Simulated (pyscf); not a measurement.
Thermochemistry of product channels of Cl–Sn:–Cl (SMILES [Cl][Sn][Cl]) [singlet] + NH₃ (SMILES N) on the singlet surface, in eV, from ωB97M-D3(BJ)/def2-TZVP energies (ideal gas, 1 atm, RRHO with modes under 100 cm⁻¹ raised to 100, one conformer, R ln 2 for chiral ones without a mode under 150 cm⁻¹). Single points on ωB97X-D3(BJ)/def2-SVP structures (PySCF, gas phase).

| products | ΔE | ΔH(298 K) | ΔG(600 K) | ΔG(1200 K) |
|---|---|---|---|---|
| HCl (SMILES Cl) + H₂N–Sn:–Cl (SMILES [NH2][Sn][Cl]) [singlet] | (withheld) | +0.80 | +0.80 | (withheld) |
| HN=Sn(Cl)–Cl (SMILES [NH]=[Sn]([Cl])[Cl]) + H₂ (SMILES [H][H]) | +3.33 | +3.07 | +3.18 | +3.18 |

**Question.** Fill in the missing entries.

**Answer.** 
- HCl (SMILES Cl) + H₂N–Sn:–Cl (SMILES [NH2][Sn][Cl]) [singlet], ΔE: +0.89
- HCl (SMILES Cl) + H₂N–Sn:–Cl (SMILES [NH2][Sn][Cl]) [singlet], ΔG(1200 K): +0.75

These are energies of the channels, which say nothing of barriers. Elements past Kr carry the def2 core potentials, without spin-orbit coupling.
